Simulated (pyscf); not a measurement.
Elementary routes open to H₃C–ZnH + HCl in the gas phase (singlet surface):
A. H₃C–Cl + ZnH₂ (C–Zn, Cl–H broken; C–Cl, H–Zn formed)
B. CH₄ + Cl–ZnH (C–Zn, Cl–H broken; C–H, Cl–Zn formed)

Single points on ωB97X-D3(BJ)/def2-SVP structures (PySCF, gas phase). Correlated levels are frozen-core, on RHF or UHF. ΔMP2 is the change of the MP2 total energy from the triple- to the quadruple-zeta basis.

Rank the routes by free-energy barrier at 298 K, lowest first, for CCSD(T)/def2-TZVPP + ΔMP2(QZVPP) energies (ideal gas, 1 atm, RRHO with modes under 100 cm⁻¹ raised to 100, one conformer, R ln 2 for chiral ones without a mode under 150 cm⁻¹).

B (16.0 kcal/mol), A (86.5 kcal/mol)

Route B is the fastest of these, ahead of the next by 70.5 kcal/mol. The most stable products are those of B (ΔG = -35.5 kcal/mol), so kinetics and thermodynamics agree. At 1200 K B is still the fastest. A: On the reactant side the descent ends in a complex, 4.0 kcal/mol under the separated species and 90.0 kcal/mol under the saddle at ωB97X-D3(BJ)/def2-TZVP. On the product side the descent ends in a complex, 6.4 kcal/mol under the separated species and 80.4 kcal/mol under the saddle at ωB97X-D3(BJ)/def2-TZVP. Only these routes are compared; each barrier is that of the saddle found, and lower ones may exist. One closed-shell reference is unstable to symmetry breaking; treat the single-reference values with care. The CCSD(T) − MP2 part came from Ansatz, without density fitting, on the same reference. The frozen core leaves the outer d or s,p core shells of the metals and heavy elements correlated in the MP2 and CC values, and def2-TZVPP describes them poorly, which can shift differences by a few kcal/mol. Elements up to Kr have no core potential and no relativistic terms here.
